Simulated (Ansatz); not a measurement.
**AlFH₃N (SMILES [NH2][AlH][F]): functionals against CCSD(T) at one geometry**

A test off equilibrium: a structure displaced at random from a GFN2-xTB minimum is computed at several levels, and each is set against CCSD(T).

Program: Ansatz 0.2.0, Gaussian basis. Level of theory: single points in def2-TZVPP. These are calculated values, not measurements.

Correlated methods freeze the cores.

### Step 1. The system as given

SMILES `[NH2][AlH][F]`, 6 atoms, charge 0, spin multiplicity 1.

Atoms are counted from 1 here; the program's logs count them from 0.

Bond lengths: N1–Al2 1.759 Å, N1–H4 1.003 Å, N1–H5 1.029 Å, Al2–F3 1.647 Å, Al2–H6 1.534 Å. Angles: Al2–N1–H4 126.9°, Al2–N1–H5 125.1°, H4–N1–H5 107.8°, N1–Al2–F3 123.2°, N1–Al2–H6 122.8°, F3–Al2–H6 114.1°.

Coordinates:

```
N    -0.64150    0.23280   -0.68860
Al    0.50400   -0.21270    0.56960
F     1.05590   -1.75000    0.78240
H    -1.19330    1.06980   -0.73250
H    -0.80320   -0.29670   -1.55620
H     1.09450    0.80560    1.55390
```

### Step 2. CCSD(T)/def2-TZVPP

Input file run/in.yaml:

```yaml
crystal:
  periodic: [false, false, false]
  atoms:
    - {symbol: N, position_ang: [-0.641500, 0.232800, -0.688600]}
    - {symbol: Al, position_ang: [0.504000, -0.212700, 0.569600]}
    - {symbol: F, position_ang: [1.055900, -1.750000, 0.782400]}
    - {symbol: H, position_ang: [-1.193300, 1.069800, -0.732500]}
    - {symbol: H, position_ang: [-0.803200, -0.296700, -1.556200]}
    - {symbol: H, position_ang: [1.094500, 0.805600, 1.553900]}
basis:
  gaussian: {orbitals: def2-TZVPP}
correlation: {method: ccsd_t}
output: {forces: true}
```

The command line of these runs was not kept.

### Step 3. PBE0-D4/def2-TZVPP

run/in.yaml, as its differences from that of step 2:

```diff
@@ -11,3 +11,3 @@
   gaussian: {orbitals: def2-TZVPP}
-correlation: {method: ccsd_t}
-output: {forces: true}
+hamiltonian: {xc: pbe0, dispersion: d4}
+output: {forces: true, orbitals: {seedname: orbitals}}
```

### Step 4. wB97M-V/def2-TZVPP

run/in.yaml, as its differences from that of step 3:

```diff
@@ -11,3 +11,3 @@
   gaussian: {orbitals: def2-TZVPP}
-hamiltonian: {xc: pbe0, dispersion: d4}
-output: {forces: true, orbitals: {seedname: orbitals}}
+hamiltonian: {xc: {name: wB97M-V}}
+output: {forces: true}
```

### Step 5. r2SCAN-D4/def2-TZVPP

run/in.yaml, as its differences from that of step 4:

```diff
@@ -11,3 +11,3 @@
   gaussian: {orbitals: def2-TZVPP}
-hamiltonian: {xc: {name: wB97M-V}}
+hamiltonian: {xc: r2scan, dispersion: d4}
 output: {forces: true}
```

### Step 6. PBE-D4/def2-TZVPP

run/in.yaml, as its differences from that of step 5:

```diff
@@ -11,3 +11,3 @@
   gaussian: {orbitals: def2-TZVPP}
-hamiltonian: {xc: r2scan, dispersion: d4}
+hamiltonian: {xc: pbe, dispersion: d4}
 output: {forces: true}
```

### Step 7. SPW92/def2-TZVPP

run/in.yaml, as its differences from that of step 6:

```diff
@@ -11,3 +11,3 @@
   gaussian: {orbitals: def2-TZVPP}
-hamiltonian: {xc: pbe, dispersion: d4}
+hamiltonian: {xc: lda}
 output: {forces: true}
```

### Step 8. BHLYP-D4/def2-TZVPP

run/in.yaml, as its differences from that of step 7:

```diff
@@ -11,3 +11,3 @@
   gaussian: {orbitals: def2-TZVPP}
-hamiltonian: {xc: lda}
+hamiltonian: {xc: {name: BHLYP}, dispersion: d4}
 output: {forces: true}
```

(Steps that only read results are left out.)

What does the calculation give? Wanted: energy less free atoms, CCSD(T)/def2-TZVPP; RMS force component; RMS force error; HOMO and LUMO, PBE0-D4; T1 diagnostic.

The runs gave:

| quantity | value |
| --- | --- |
| energy less free atoms, CCSD(T)/def2-TZVPP | -20.723 eV |
| RMS force component | 0.379 to 0.472 eV/Å over the methods |
| RMS force error | PBE0-D4 0.062, wB97M-V 0.058, r2SCAN-D4 0.055, PBE-D4 0.181, SPW92 0.261, BHLYP-D4 0.186 eV/Å |
| HOMO and LUMO, PBE0-D4 | -7.77 and -0.20 eV |
| T1 diagnostic | 0.012 |

In words: Against CCSD(T) the functionals' energies less atoms differ by -3.268 to +0.137 eV, PBE-D4 by -0.689 eV. CCSD(T) in triple zeta still lacks some correlation energy of the bonds, so part of these gaps is its own basis error and they don't rank the functionals. The forces of r2SCAN-D4 come nearest to CCSD(T), those of SPW92 are farthest. Frozen-core CCSD(T) forces in triple zeta carry basis errors of their own, and this is one geometry, so small gaps rank nothing.
